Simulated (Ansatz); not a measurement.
A run of Ansatz (development build ahead of 0.2.0) on doublet CHO at this shape:

```xyz
3

C     0.0000    0.4471   -0.3001
H     0.0000    1.3738    0.1812
O     0.0000   -0.5071    0.2024
```

Its results:

```
Converged                       : yes
Total energy                    : -113.28280 hartree
Spin squared of the determinant : 0.761
```

(1) Which input gives this output? Name the method, the orbitals and the basis set, and write the input.

Results:

(1) UHF in def2-TZVP.

```yaml
crystal:
  periodic: [false, false, false]
  atoms:
    - { symbol: C, position_ang: [0.0, 0.4471, -0.30013] }
    - { symbol: H, position_ang: [0.0, 1.37379, 0.18117] }
    - { symbol: O, position_ang: [0.0, -0.50705, 0.20245] }
basis:
  gaussian: { orbitals: def2-TZVP }
magnetization:
  spin_polarized: true
  initial_magnetization: 1
hamiltonian:
  xc: hf
```
